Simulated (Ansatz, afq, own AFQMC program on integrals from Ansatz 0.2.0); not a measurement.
**CH4NSi, doublet in cc-pVDZ, levels against CCSDT(Q)**

```xyz
7

Si   -1.5984    0.0000    0.0000
H    -2.0933    1.3997    0.0000
H    -2.0933   -0.6999    1.2122
H    -2.0933   -0.6999   -1.2122
H    -0.1138    0.0000    0.0000
N     2.5087    0.0000    0.0000
C     1.3486    0.0000    0.0000
```

Basis cc-pVDZ. Only valence electrons are correlated. Integrals, coupled cluster, full CI and functionals: Ansatz 0.2.0; the random walks run on the same integrals in our own AFQMC program. ph-AFQMC/CISD is guided by a CISD state made of CCSD amplitudes; releasing the constraint for a short imaginary time cuts its bias at the price of noise, slowly where states lie close. Uncertainties: one standard error, sampling alone.

Determinant: ROHF, the one that the program's search chose, which needn't be the lowest solution. The geometry is a point of a scan.

No full CI on the walks' own integrals is used here; CCSDT(Q) serves as the reference and is uncertain by about the last step of the cluster series.

Cautions: higher spins were not checked; a spin-contaminated unrestricted determinant lies lower (UHF 408 meV lower, ⟨S²⟩ 1.04).

The T1 diagnostic is 0.0241, the weight of the determinant in the CISD state is 0.814 and the size of the correlated space is 17 electrons in 59 orbitals.

```tsv
level	correlation energy (eV)
MP2	-10.9213
CCSD	-11.8680
CCSD(T)	-12.3245
```

(1) Estimate where phaseless AFQMC with a CISD trial lies against CCSD(T) on the same integrals.

(1) 1.04 ± 0.27 kcal/mol below CCSD(T).

Reference: CCSDT(Q), correlation energy -12.397 eV. The released energy is read at 1.50 1/Eh (meV from the phaseless value at times in 1/Eh: -21 ± 7 at 0.24, -24 ± 9 at 0.51, -7 ± 9 at 0.99, -17 ± 9 at 1.50).

| level | E − E(reference) (kcal/mol) | share of correlation (%) |
| --- | --- | --- |
| CCSD(T) | 1.68 | 99.41 |
| CCSDT | 1.08 | 99.62 |
| ph-AFQMC/HF | -0.03 ± 0.81 | 100.01 |
| ph-AFQMC/CISD | 0.64 ± 0.27 | 99.78 |
| released AFQMC | 0.26 ± 0.21 | 99.91 |

A walk keeps the symmetry of its determinant, which the program's search chose and which needn't be the lowest solution, so a lower state of the same spin and another symmetry isn't excluded. Released energies are given only where the last usable release times agree within the noise; a slower fall can still hide under it.
